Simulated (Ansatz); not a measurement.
Molecule: NO₂, charge -1, multiplicity 1. 
Structure (B3LYP-D3(BJ)/def2-TZVP (Ansatz, a program for electronic structure) minimum search):
```
N
O 1 1.2577
O 1 1.2577 2 116.36
```
Charge -1, spin multiplicity 1.

Basis-set convergence of Hartree-Fock and CCSD correlation energies (hartree) with Ansatz. Valence correlation only, unless marked. No spin-orbit coupling. Non-relativistic. This anion needs diffuse functions, which these sets lack.

| basis | functions | E(HF) | E(corr, CCSD) |
|---|---|---|---|
| cc-pVDZ | 42 | -204.07658 | -0.53826 |
| cc-pVTZ | 90 | -204.14950 | -0.67550 |
| cc-pVQZ | 165 | ? | ? |

**Question.** Complete the blanks.

**Answer.** 
- cc-pVQZ, E(HF): -204.17133
- cc-pVQZ, E(corr, CCSD): -0.72459
